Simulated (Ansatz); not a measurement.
This geometry of H + H4Si (6 atoms, charge 0, multiplicity 2) is a first-order saddle point.

These are results of UKS PBE/def2-SVP (Ansatz 0.2.0), not measurements.

```xyz
6
Properties=species:S:1:pos:R:3
Si 0.000 0.000 -0.039
H 0.000 0.000 1.498
H 1.420 0.000 -0.531
H -0.710 1.230 -0.532
H -0.710 -1.230 -0.532
H 0.000 0.000 3.057
```

(1) Which two structures does it join? (They come from a converged band through this point; their orientation in space is the band's.)

(2) How far does it lie above each of them?

Results:

(1) Bonds broken: Si1–H2. Bonds formed: H2–H6. H + H4Si becomes H2 + H3Si.

First end point:

```xyz
6
Properties=species:S:1:pos:R:3
Si 0.000 0.000 -0.283
H 0.000 0.000 1.220
H 1.417 0.000 -0.784
H -0.708 1.227 -0.784
H -0.708 -1.227 -0.784
H 0.000 0.000 4.337
```

Last end point:

```xyz
6
Properties=species:S:1:pos:R:3
Si 0.001 0.000 -0.519
H 0.000 0.000 2.790
H 1.435 0.000 -0.971
H -0.717 1.243 -0.970
H -0.717 -1.243 -0.970
H 0.000 0.000 3.560
```

(2) 0.043 eV above the first and 0.561 eV above the second. This is the barrier of this one path; another mechanism may lie lower.

Run time: 56 s on 1 thread of Arm Neoverse V1 (shared host), peak memory 0.099 GiB.
